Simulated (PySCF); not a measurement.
**Magnetic susceptibility: SMILES c1ccccc1, C₆H₆**

Molfile (atoms numbered from 1):
```
C6H6
     RDKit          3D

 12 12  0  0  0  0  0  0  0  0999 V2000
    0.9625    1.0085   -0.0197 C   0  0  0  0  0  0  0  0  0  0  0  0
    1.3549   -0.3300   -0.0145 C   0  0  0  0  0  0  0  0  0  0  0  0
    0.3920   -1.3388    0.0028 C   0  0  0  0  0  0  0  0  0  0  0  0
   -0.9632   -1.0092    0.0150 C   0  0  0  0  0  0  0  0  0  0  0  0
   -1.3557    0.3292    0.0098 C   0  0  0  0  0  0  0  0  0  0  0  0
   -0.3928    1.3380   -0.0075 C   0  0  0  0  0  0  0  0  0  0  0  0
    1.7168    1.7991   -0.0335 H   0  0  0  0  0  0  0  0  0  0  0  0
    2.4168   -0.5880   -0.0241 H   0  0  0  0  0  0  0  0  0  0  0  0
    0.6992   -2.3876    0.0069 H   0  0  0  0  0  0  0  0  0  0  0  0
   -1.7176   -1.7998    0.0287 H   0  0  0  0  0  0  0  0  0  0  0  0
   -2.4176    0.5873    0.0193 H   0  0  0  0  0  0  0  0  0  0  0  0
   -0.7000    2.3868   -0.0116 H   0  0  0  0  0  0  0  0  0  0  0  0
  1  2  1  0
  2  3  2  0
  3  4  1  0
  4  5  2  0
  5  6  1  0
  6  1  2  0
  1  7  1  0
  2  8  1  0
  3  9  1  0
  4 10  1  0
  5 11  1  0
  6 12  1  0
M  END
```

Method: GIAO BP86/aug-pcSseg-1 magnetisability, rotational g tensor and spin-rotation constants, non-relativistic, gas phase in PySCF. Geometry: PBE0-D3(BJ)/def2-SVP.

(1) What are the magnetisability and the molar susceptibility?

(2) Split it along the inertial axes a, b, c into diamagnetic and paramagnetic parts about the centre of mass, with the quadrupole moment.

(3) And the rotational g tensor?

Results:

(1) Isotropic -689 × 10⁻³⁰ J/T², or -41.5 × 10⁻⁶ cm³/mol; principal values -935, -566, -566 × 10⁻³⁰ J/T², anisotropy 369 × 10⁻³⁰ J/T² (root of half the summed squared differences of the principal values). The susceptibility is in cgs units.

(2) 
| axis | χ (10⁻⁶ cm³/mol) | diamagnetic (10⁻⁶ cm³/mol) | paramagnetic (10⁻⁶ cm³/mol) | summed x² of all electrons (Å²) | quadrupole Θ (D Å) |
| --- | --- | --- | --- | --- | --- |
| a | -34.1 | -291.3 | 257.2 | 60.3 | +3.96 |
| b | -34.1 | -291.3 | 257.2 | 60.3 | +3.96 |
| c | -56.3 | -511.6 | 455.3 | 8.4 | -7.93 |

Anisotropies 2χaa − χbb − χcc = +22.2 and 2χbb − χaa − χcc = +22.2 × 10⁻⁶ cm³/mol. Θ is traceless in Buckingham's convention.

(3) 
```tsv
axis	rotational constant (GHz)	g	nuclear part	electronic part
a	5.6954	-0.0800	0.6082	-0.6882
b	5.6942	-0.0800	0.6081	-0.6881
c	2.8474	-0.0009	0.6082	-0.6091
```
Oblate top; isotopes 12C, 1H; no vibrational averaging.
